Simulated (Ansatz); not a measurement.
C3H5ClF2 (`CC(F)(F)CCl`). Charge 0, multiplicity 1.

```xyz
11

C    -0.216   -1.184    0.531
C    -0.065   -0.149   -0.545
F     0.946   -0.505   -1.383
F    -1.201   -0.118   -1.310
C     0.150    1.283   -0.091
Cl    1.592    1.465    0.918
H    -0.400   -2.151    0.062
H    -1.057   -0.931    1.177
H     0.693   -1.236    1.128
H    -0.713    1.614    0.484
H     0.269    1.911   -0.972
```

(1) Give the diagnostics of a CCSD(T)/def2-TZVPP run (frozen core, Ansatz). (Best estimate.)

Answers

(1) Computed: T1 = 0.0105, largest single amplitude 0.011, largest double 0.022, (T) share of the correlation energy 3.5 %, 9 CCSD cycles. The RHF solution is stable towards an unrestricted one. T1 lies under the customary mark of 0.02 for closed shells.
